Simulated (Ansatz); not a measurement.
# CO2: the cost of one run

Computed with Ansatz 0.2.0 (Hartree-Fock, Gaussian basis aug-cc-pV(T+d)Z, and further levels as typed in the inputs, unless a step's input says otherwise).

## (1) The starting structure

Bond lengths: O1–C2 1.160 Å, C2–O3 1.160 Å. Angles: O1–C2–O3 180.0°.

As a file:

```xyz
3

O     0.0000    0.0000   -1.1600
C     0.0000    0.0000    0.0000
O     0.0000    0.0000    1.1600
```

## (2) Relaxing the atoms: CO2

input.yaml reads:

```yaml
relax:
  f_tol: 0.001
  max_steps: 200
crystal:
  periodic: [false, false, false]
  atoms:
    - { symbol: O, position_ang: [0.0, 0.0, -1.16] }
    - { symbol: C, position_ang: [0.0, 0.0, 0.0] }
    - { symbol: O, position_ang: [0.0, 0.0, 1.16] }
basis:
  gaussian: { orbitals: "aug-cc-pV(T+d)Z.json" }
hamiltonian:
  xc: hf
```

The run is started by

```
$ ansatz run input.yaml --threads 4 --pin off --max-ram 6144MiB --backend cpu --events-out ev --progress --plain --runs-dir out
```

Q: Estimate wall time and peak memory on 4 threads of Arm Neoverse V1, shared host.

About 2.4 s, with a peak of 0.21 GiB.
